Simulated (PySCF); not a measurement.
**Basis-set dependence of excited states**

Compound: CH5NSi.
Geometry (PBE0-D3(BJ)/def2-SVP, Å), atoms numbered from 1 in this order:
```
atom  x, y, z in Å
N1     1.580   -0.442   -0.558
C2     0.751    0.071    0.261
Si3   -1.105    0.043   -0.130
H4     2.542   -0.356   -0.205
H5     1.072    0.540    1.217
H6    -1.808   -0.806    0.882
H7    -1.651    1.431   -0.019
H8    -1.327   -0.495   -1.501
```

TDDFT with PBE0 (PySCF), vertical singlets, core orbitals frozen in the response, spherical d and f functions. Isolated species at its PBE0-D3(BJ)/def2-SVP geometry, gas phase.

```csv
basis,functions,diffuse,S1 (eV),S2 (eV),S3 (eV),S4 (eV),S5 (eV),LUMO (eV),α (au)
6-31G*,56,no,4.69,7.27,7.66,7.74,7.87,-0.59,39.2
6-31+G*,68,yes,4.63,6.31,7.08,7.29,7.58,-0.96,45.0
def2-SVP,71,no,4.57,7.20,7.49,7.65,7.75,-0.75,42.4
def2-SVPD,104,yes,4.50,6.69,7.25,7.42,7.43,-1.05,49.9
aug-cc-pVDZ,118,yes,4.54,6.19,6.86,7.03,7.21,-1.04,51.3
def2-TZVP,129,no,4.53,6.89,7.22,7.47,7.54,-0.99,47.4
def2-TZVPD,162,yes,4.50,6.42,7.03,7.28,7.41,-1.08,50.9
aug-cc-pVTZ,257,yes,4.50,6.19,6.84,7.01,7.17,-1.08,51.3
```

Question: How much do these states and the polarisability depend on the basis?

Answer: States are compared by their number. Against the largest diffuse basis here (aug-cc-pVTZ, itself not a converged limit), sets without diffuse functions differ by up to 0.19 eV in S1 and 0.69 eV in S5; the smaller diffuse sets differ by up to 0.13 and 0.40 eV. State by state, the largest deviation of a set without diffuse functions is S1 0.19, S2 1.08, S3 0.82, S4 0.72, S5 0.69 eV. The same number needn't mean the same state in each row. Against aug-cc-pVTZ the polarisability deviates by -24% in 6-31G*, -12% in 6-31+G*, -17% in def2-SVP, -3% in def2-SVPD, 0% in aug-cc-pVDZ, -8% in def2-TZVP, -1% in def2-TZVPD. A single + in a Pople set puts diffuse functions on heavy atoms only.
